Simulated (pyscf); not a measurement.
Routes from HS–GaH₂ (SMILES [SH][GaH2]) + HF (SMILES F)

Candidate steps break at most two bonds and form at most two. Each was searched with GFN2-xTB (tblite) first. PySCF, gas phase, ωB97X-D3(BJ)/def2-SVP geometries. Energies: ωB97M-D3(BJ)/def2-TZVP, kJ/mol, from the separated reactants, singlet surface; ΔG‡ with ideal gas, 1 atm, RRHO with modes under 100 cm⁻¹ raised to 100, one conformer, R ln 2 for chiral ones without a mode under 150 cm⁻¹.

| products | type | ΔE‡ | ΔE | ΔG‡ 298 K | ΔG‡ 900 K | ν‡ (cm⁻¹) |
|---|---|---|---|---|---|---|
| H₂S + F–GaH₂ | concerted two-bond exchange | -14.3 | -4.5 | – | – | 790i |
| F–GaH–SH + H₂ | four-centre exchange | 33.4 | -74.9 | 69.5 | 154.2 | 1067i |

A dash marks a saddle under its separated products, where this table gives no free-energy barrier. Row 1: On the reactant side the descent ends in an adduct with a F–Ga contact, 42.7 kJ/mol under the separated species and 24.5 kJ/mol under the saddle at ωB97X-D3(BJ)/def2-TZVP. On the product side the descent ends in an adduct with a Ga–S contact, 63.4 kJ/mol under the separated species and 38.5 kJ/mol under the saddle at ωB97X-D3(BJ)/def2-TZVP. Row 2: On the reactant side the descent ends in a complex, 23.2 kJ/mol under the separated species and 52.0 kJ/mol under the saddle at ωB97X-D3(BJ)/def2-TZVP. 

Plain bond fissions and candidates not yet searched are not listed, and one of them may be faster. Each barrier is that of the saddle found; lower ones may exist. Elements up to Kr have no core potential and no relativistic terms here.
